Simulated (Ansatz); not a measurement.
# CH7Si2: the cost of one run

Method: RKS PBE0-D4/def2-SVP, in Ansatz 0.2.0.

## Step 1: Starting point

Bond lengths: Si1–C2 1.844 Å, C2–Si3 1.997 Å, Si1–H4 1.457 Å, Si1–H5 1.457 Å, C2–H6 1.093 Å, C2–H7 1.094 Å, Si3–H8 1.459 Å, Si3–H9 1.460 Å, Si3–H10 1.456 Å. Angles (14 of 15 angles, heavy atoms first): Si1–C2–Si3 117.0°, Si1–C2–H6 110.7°, Si1–C2–H7 110.5°, Si3–C2–H6 105.5°, Si3–C2–H7 105.7°, C2–Si1–H4 122.7°, C2–Si1–H5 122.5°, C2–Si3–H8 104.5°, C2–Si3–H9 104.4°, C2–Si3–H10 104.7°, H6–C2–H7 106.8°, H4–Si1–H5 114.7°, H8–Si3–H9 112.5°, H8–Si3–H10 114.6°.

As a file:

```xyz
10

Si   -1.4138    0.6198   -0.8655
C     0.3542    0.1459   -0.6412
Si    0.8757   -0.5964    1.1374
H    -2.4351   -0.3298   -1.2864
H    -1.9093    1.9585   -0.5728
H     0.6461   -0.6130   -1.3721
H     1.0053    1.0094   -0.8038
H     0.1101   -1.8331    1.2566
H     0.4491    0.4200    2.0947
H     2.3178   -0.7814    1.0532
```

## Step 2: End point A

File input.yaml:

```yaml
crystal:
  periodic: [false, false, false]
  atoms:
    - { symbol: Si, position_ang: [-1.41382, 0.61982, -0.86551] }
    - { symbol: C, position_ang: [0.35417, 0.14593, -0.64118] }
    - { symbol: Si, position_ang: [0.87567, -0.59637, 1.13743] }
    - { symbol: H, position_ang: [-2.43512, -0.32976, -1.28639] }
    - { symbol: H, position_ang: [-1.90934, 1.95845, -0.5728] }
    - { symbol: H, position_ang: [0.64609, -0.61305, -1.37215] }
    - { symbol: H, position_ang: [1.0053, 1.00937, -0.80382] }
    - { symbol: H, position_ang: [0.11013, -1.83308, 1.25656] }
    - { symbol: H, position_ang: [0.44911, 0.42004, 2.09465] }
    - { symbol: H, position_ang: [2.31779, -0.78136, 1.05322] }
total_charge: 1
basis:
  gaussian: { orbitals: def2-SVP }
hamiltonian:
  xc: pbe0
  dispersion: d4
relax:
  f_tol: 0.015
  max_steps: 40
```

Launch:

```sh
$ ansatz run input.yaml --threads 1 --pin off --max-ram 2048MiB --backend cpu --events-out ev --progress --plain --runs-dir out
```

What time and memory should one allow on 1 thread of Intel Xeon Platinum 8488C (Sapphire Rapids), shared host?

About 18 s, with a peak of 0.18 GiB.
